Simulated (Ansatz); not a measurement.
# Structure optimisation: bromine, solid Br2 (Cmce)

Theory: DFT, PBE, plane waves (420 eV) with PAW, scalar-relativistic (Ansatz 0.2.0).

k-point mesh 5×5×2, Fermi-Dirac smearing 0.05 eV, no spin polarisation. Cell and atoms relax.

Starting structure:

```
Br
1.0
     3.28360   -2.23390    0.00000
     3.28360    2.23390    0.00000
     0.00000    0.00000    8.69380
Br
4
Direct
  0.86100 0.13900 0.11140
  0.63900 0.36100 0.61140
  0.13900 0.86100 0.88860
  0.36100 0.63900 0.38860
```

Task: What cell does the relaxation end in?

Result: Cmce with a = 8.586 Å, b = 4.269 Å, c = 8.733 Å; 40.01 Å³ per atom against 31.89 at the start (25.5 %).

Task: How much energy does the relaxation gain?

Result: 51.6 meV per atom.

This functional, with no dispersion term, lets the cell expand far past the measured one.
